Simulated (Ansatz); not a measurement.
A nudged elastic band was laid between two geometries of C$_{2}$H$_{6}$FNO (11 atoms, charge 0, multiplicity 1).

Method: RKS PBE/6-31G* (Ansatz).

```yaml
movable_images: 1
climbing_image: no
spring: 5.0 eV/Å²
optimiser: quadratic models (default)
start_path: through a guess of the saddle point
force_threshold: 0.05 eV/Å
iteration_limit: 60
end_points: relaxed
```

First end point:

```xyz
11
Properties=species:S:1:pos:R:3
N -0.345 1.161 0.863
C -0.558 -0.159 0.402
F 0.171 -1.151 1.179
C -0.023 -0.340 -1.018
O 1.387 -0.122 -1.029
H -0.535 1.250 1.865
H 0.626 1.434 0.674
H -1.620 -0.440 0.500
H -0.472 0.404 -1.695
H -0.287 -1.355 -1.378
H 1.723 -0.738 -0.341
```

Last end point:

```xyz
11
Properties=species:S:1:pos:R:3
N -0.282 1.156 0.912
C -0.630 -0.147 0.463
F -0.285 -1.175 1.393
C 0.068 -0.463 -0.857
O 1.466 -0.229 -0.681
H -0.650 1.323 1.853
H 0.741 1.234 0.939
H -1.726 -0.219 0.332
H -0.365 0.192 -1.640
H -0.143 -1.518 -1.122
H 1.871 -0.212 -1.570
```

Q: Which bonds break or form, and what moves?

A: No bond is made or broken. The dihedral H10–C4–O5–H11 goes from -67 to 75°.

Q: What energy profile does the band end with?

A: The run converged. The highest image is number 2 of 0 to 2, 0.177 eV above the first end and 0.000 eV above the last; the last end lies 0.177 eV above the first. The highest image is an end point: on this band no image between the ends rises above it. So few images can step over the top or miss a turn of the path.

| image | path coordinate (Å) | energy (eV) | dihedral H10–C4–O5–H11 (°) |
| --- | --- | --- | --- |
| 0 | 0.00 | 0.000 | -67 |
| 1 | 0.95 | 0.141 | -16 |
| 2 | 1.89 | 0.177 | 75 |

Run time: 26 s on 1 thread of Arm Neoverse V1, with other jobs on the host, peak memory 0.16 GiB.
